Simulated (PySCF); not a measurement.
# P₂⁺: mean field, correlation and small terms against distance

State: doublet, unpaired electrons π ↑. ROHF-based CCSD(T) in PySCF 2.14 with P cc-pV(T+d)Z and P cc-pV(Q+d)Z (frozen core orbitals: 10; no relativity). Correlation energies are extrapolated as n⁻³ (n = 3, 4), Hartree–Fock as (n+1)·exp(−9√n). CV is the change on freezing 2 orbitals instead, in P cc-pwCVTZ. SR is the spin-free X2C energy in P cc-pVTZ-DK less the non-relativistic one in P cc-pVTZ. All energies in eV from P⁺ + P.

```tsv
R (Å)	HF/CBS	CCSD corr.	(T)	CV	SR	total
1.7384	-1.605	-2.019	-0.2169	-0.0703	0.0004	-3.911
1.8174	-2.220	-2.083	-0.2446	-0.0517	0.0043	-4.595
1.8964	-2.461	-2.163	-0.2766	-0.0370	0.0064	-4.932
1.9754	-2.434	-2.258	-0.3128	-0.0253	0.0074	-5.022
2.0545	-2.214	-2.365	-0.3530	-0.0162	0.0075	-4.941
2.1532	-1.757	-2.515	-0.4082	-0.0074	0.0070	-4.681
2.2520	-1.171	-2.680	-0.4685	-0.0008	0.0060	-4.315
```

A fit to the total gives Re = 1.9726 Å, De = 5.022 eV, ωe = 695.8 cm⁻¹, Be = 0.2797 cm⁻¹ (masses 30.9738 and 30.9738 u).

Problem. At R = 1.9754 Å the CCSD correlation energy is -0.260772 hartree in the smaller basis and -0.273559 in the larger. Extrapolate it.

Solution. (4³·E4 − 3³·E3)/(4³ − 3³) = -0.28289 hartree; the larger basis holds 96.7 % of it.

The T1 diagnostic is 0.020. The state was picked by a PBE0 search and need not be the measured ground state. Spin–orbit coupling, excitations beyond (T) and corrections to the Born–Oppenheimer picture are left out.
